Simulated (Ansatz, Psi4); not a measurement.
Heat of formation of C2H6O (dimethyl ether) from total energies

The species is C2H6O (9 atoms), meant as a singlet with charge 0. As SMILES, `COC`. Geometry: relaxed at PBE0-D4/def2-TZVP.

Total energies at wB97X-V/cc-pVDZ (Psi4 1.11); the atoms run unrestricted:

```
species    state  energy (Eh)
  C2H6O  singlet  -154.976992
      C  triplet   -37.840150
      O  triplet   -75.042370
      H  doublet    -0.499621
```

Harmonic wavenumbers at PBE0-D4/def2-TZVP, in cm⁻¹: 213, 248, 413, 978, 1134, 1163, 1194, 1226, 1271, 1454, 1475, 1484, 1484, 1491, 1510, 2977, 2988, 3028, 3034, 3134, 3136.

Measured heats of formation of the gaseous atoms at 298.15 K, in kJ/mol: C 716.9, O 249.2, H 218.0. Spin-orbit lowering of the atoms at 298 K (mean of the ground term's levels less their thermal mean, from spectra), in kJ/mol: C 0.02, O 0.40. Take 1 Eh = 2625.50 kJ/mol, 1 cm⁻¹ = 0.0119627 kJ/mol, RT = 2.479 kJ/mol.

Q: Work out the heat of formation of the gas at 298 K.

A: 
1. Electronic atomisation energy: 2 × (-37.840150) + (-75.042370) + 6 × (-0.499621) − (-154.976992) = 1.256596 Eh = 3299.2 kJ/mol.
2. Zero-point energy: half the sum of the wavenumbers, 17517.5 cm⁻¹ = 209.6 kJ/mol.
3. Thermal vibrational enthalpy, Σ hcν̃/(exp(hcν̃/kT) − 1): 3.9 kJ/mol. Translation, rotation and pV of a non-linear molecule: 4 RT = 9.9 kJ/mol.
4. The 9 free atoms carry 5/2 RT each: 55.8 kJ/mol.
5. Spin-orbit coupling lowers the free atoms by 2 × 0.02 + 0.40 = 0.4 kJ/mol.
6. Atomisation enthalpy at 298 K: 3299.2 − 0.4 − 209.6 − 3.9 − 9.9 + 55.8 = 3131.2 kJ/mol.
7. Sum of the atoms' heats of formation: 2991.0 kJ/mol. Heat of formation: 2991.0 − 3131.2 = -140.2 kJ/mol.

The tabulated value is -184.0 kJ/mol (Active Thermochemical Tables), so this level is off by +43.8 kJ/mol, or 1.4 % of the atomisation enthalpy. Anharmonicity and any spin-orbit splitting of the molecule are left out.
